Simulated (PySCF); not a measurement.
Species: C₃H₉PS.
Bonds: C1–P2, P2–C3, P2–C4, P2–S5 (double). Hydrogens: H6, H7, H8 on C1; H9, H10, H11 on C3; H12, H13, H14 on C4.

The same species was optimised twice, with GFN2-xTB and with PBE0-D3(BJ)/def2-SVP (PySCF), and the same property calculations (PySCF, gas phase) were run on both structures.

```
   coordinate  GFN2-xTB  PBE0-D3(BJ)/def2-SVP  change
    C1–P2 (Å)     1.838                 1.823  -0.015
    P2–C4 (Å)     1.838                 1.823  -0.015
    P2–C3 (Å)     1.838                 1.823  -0.015
   C4–H12 (Å)     1.087                 1.101  +0.014
   C3–H10 (Å)     1.087                 1.101  +0.014
    C1–H6 (Å)     1.087                 1.101  +0.014
    C3–H9 (Å)     1.089                 1.099  +0.010
    C1–H8 (Å)     1.089                 1.099  +0.010
   C3–H11 (Å)     1.089                 1.099  +0.010
   C4–H13 (Å)     1.089                 1.099  +0.010
   C4–H14 (Å)     1.089                 1.099  +0.010
    C1–H7 (Å)     1.089                 1.099  +0.010
    P2=S5 (Å)     1.940                 1.948  +0.008
 C1–P2–S5 (°)     114.6                 114.1    -0.5
 C1–P2–C4 (°)     103.9                 104.4    +0.5
 C1–P2–C3 (°)     103.9                 104.4    +0.5
 C3–P2–S5 (°)     114.6                 114.2    -0.4
 C3–P2–C4 (°)     103.9                 104.3    +0.4
 P2–C1–H6 (°)     111.6                 112.0    +0.4
P2–C3–H10 (°)     111.6                 112.0    +0.4
 H7–C1–H8 (°)     108.6                 108.2    -0.4
```

Rotational constants: A = 3545, B = 2322, C = 2322 MHz (GFN2-xTB) against A = 3571, B = 2335, C = 2334 MHz (PBE0-D3(BJ)/def2-SVP). Point groups within 0.08 Å: C3v and C3v. Atoms that the bonding makes alike are paired by their places after alignment.

On the GFN2-xTB structure: HOMO (eV) -6.32 [PBE0/pcSseg-1]; LUMO (eV) 0.85 [PBE0/pcSseg-1]; dipole (D) 4.88 [PBE0/pcSseg-1]; GIAO shielding of C1/C3/C4 (mean) (ppm) 159.6 [PBE0/pcSseg-1]; GIAO shielding of P2 (ppm) 306.8 [PBE0/pcSseg-1]; GIAO shielding of S5 (ppm) 721.9 [PBE0/pcSseg-1].

What do these properties become on the PBE0-D3(BJ)/def2-SVP structure?

| property | level | on GFN2-xTB | on PBE0-D3(BJ)/def2-SVP | change |
| --- | --- | --- | --- | --- |
| HOMO (eV) | PBE0/pcSseg-1 | -6.32 | -6.28 | +0.04 |
| LUMO (eV) | PBE0/pcSseg-1 | 0.85 | 0.80 | -0.05 |
| dipole (D) | PBE0/pcSseg-1 | 4.88 | 4.96 | +0.08 |
| energy, GFN2-xTB geometry as zero (kcal/mol) | PBE0/pcSseg-1 | 0.0 | -0.3 | -0.3 |
| GIAO shielding of C1/C3/C4 (mean) (ppm) | PBE0/pcSseg-1 | 159.6 | 158.9 | -0.7 |
| GIAO shielding of P2 (ppm) | PBE0/pcSseg-1 | 306.8 | 307.0 | +0.2 |
| GIAO shielding of S5 (ppm) | PBE0/pcSseg-1 | 721.9 | 717.0 | -4.9 |

The heavy atoms differ by 0.010 Å rms after alignment (one structure mirrored). Among all bonds C1–P2, C1–H6, P2–C3, P2–C4, C3–H10 and C4–H12 change most and about equally (-0.015 to +0.014 Å). Changes are differences of the printed values. Neither structure is proved a minimum here.
